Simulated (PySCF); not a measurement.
## Protonation sites of cyanic acid

Parent: cyanic acid, `N#CO` (CHNO). Atom numbers as in the mapped SMILES `[N:1]#[C:2][OH:3]`.

Energies: ωB97X-D3(BJ)/def2-TZVP (PySCF, density fitting, integration grid level 2) on PBE0-D3(BJ)/def2-SVP structures. Thermal corrections: PBE0-D3(BJ)/def2-SVP frequencies, unscaled, ideal gas at 298.15 K and 1 bar, quasi-RRHO entropy.

```csv
site,product,PA / kJ/mol,GB / kJ/mol,gas share
N1 (nitrile nitrogen),[NH+]#CO,775,744,> 99.9 %
O3 (hydroxyl oxygen),N#C[OH2+],519,490,< 0.1 %
```

PA is −ΔH and GB is −ΔG of B + H⁺ → BH⁺ in the gas phase. Shares are Boltzmann weights among the listed products; an error of 10 kJ/mol changes a ratio about 56-fold.

Among these, N1 (nitrile nitrogen) wins by 254 kJ/mol in gas-phase free energy over O3.

Structures, frequencies and single points took 41 s of wall time on 1 thread of Arm Neoverse V1 (shared host), launched as `OMP_NUM_THREADS=1 python redox_run.py task.json out`.
